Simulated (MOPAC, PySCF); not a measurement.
AlF3, SMILES `[Al]([F])([F])[F]`, neutral singlet in the gas phase. 

Z-matrix (Å, degrees):
```
Al
F 1 1.6291
F 1 1.6291 2 120.00
F 1 1.6291 2 120.01 3 -179.98
```
Charge 0, spin multiplicity 1.

All levels are single points at this geometry (PBE0-D3(BJ)/def2-TZVP); Pople sets use spherical d functions. Orbital energies aren't observables, and empty levels follow the basis.

HF/3-21G in PySCF gives gap (eV) = 18.51.

**Question.** Estimate the gap (eV) from each of these levels: B3LYP-D3(BJ)/def2-TZVP in PySCF; M06-2X/def2-TZVP in PySCF; PBE-D3(BJ)/def2-TZVP in PySCF; M06-2X/6-31G* in PySCF; SVWN5/6-31G* in PySCF; HF/6-31G* in PySCF; PM3 in MOPAC; PM7 in MOPAC.

**Answer.** 
| level | gap (eV) |
|---|---|
| B3LYP-D3(BJ)/def2-TZVP in PySCF | 9.53 |
| M06-2X/def2-TZVP in PySCF | 12.91 |
| PBE-D3(BJ)/def2-TZVP in PySCF | 7.24 |
| M06-2X/6-31G* in PySCF | 12.70 |
| SVWN5/6-31G* in PySCF | 6.93 |
| HF/6-31G* in PySCF | 18.67 |
| PM3 in MOPAC | 13.10 |
| PM7 in MOPAC | 15.49 |
